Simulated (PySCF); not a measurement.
# NaLi⁺ from Hartree–Fock to correlated methods

State: ²Σ⁺ (doublet), unpaired electrons σ ↑. Set-up: basis Na aug-pcseg-1, Li aug-pcseg-1; no relativity; PySCF 2.14. De refers to Na⁺ + Li in their ground configurations, without counterpoise correction. The functionals are run spin-unrestricted. A positive dipole points towards Li; it is taken about the centre of mass and depends on that origin.

| Level | Re (Å) | ωe (cm⁻¹) | De (eV) | μ (D) |
| --- | --- | --- | --- | --- |
| UHF | 3.461 | 181 | 0.84 | 3.35 |
| UHF-MP2 | 3.451 | 182 | 0.85 | n/a |
| UHF-SCS-MP2 | 3.452 | 182 | 0.85 | n/a |
| UHF-CCSD | 3.450 | 182 | 0.85 | n/a |
| UHF-CCSD(T) | 3.450 | 182 | 0.85 | n/a |
| PBE | 3.415 | 169 | 1.01 | 3.98 |
| revPBE | 3.449 | 166 | 0.98 | 3.89 |
| TPSS | 3.425 | 173 | 0.98 | 3.77 |
| r²SCAN | 3.390 | 179 | 0.96 | 3.76 |
| PBE0 | 3.402 | 176 | 0.98 | 3.80 |
| BHandHLYP | 3.361 | 181 | 0.98 | 3.75 |
| LC-ωPBE | 3.376 | 189 | 0.94 | 3.53 |

Which functional lies closest to UHF-CCSD(T) in De, which farthest, and by how much do they differ from it?

Closest is LC-ωPBE (-7.4 pm in Re, +3.8 % in ωe, +0.09 eV in De against UHF-CCSD(T) in the same basis), farthest PBE (-3.5 pm in Re, -7.1 % in ωe, +0.16 eV in De). CCSD(T) converges more slowly with the basis than the functionals do and binds too weakly in this one, so the order can change at the basis-set limit.

What does the step from GGA to meta-GGA do here, going from PBE to r²SCAN?

r²SCAN less PBE: -2.5 pm in Re, +5.9 % in ωe, -0.05 eV in De. 

What does second-order correlation do here, going from UHF to UHF-MP2?

UHF-MP2 less UHF: -1.0 pm in Re, +0.6 % in ωe, +0.01 eV in De. Correlation nearly always deepens the well. The bond shortens, as in weak, metallic or heavy-atom bonds, where dispersion and the correlation of outer-core electrons pull the atoms together.

Correlated steps freeze 1 core orbital. Correlated levels converge slowly with the basis: in double zeta they bind strong bonds too weakly, by up to about 1 eV, and carry superposition errors of some tenths. For an ion De counts to the pair picked by the measured ionisation energies or electron affinities, which need not be the lowest pair at this level. The state was picked by a PBE0 search and need not be the measured ground state.
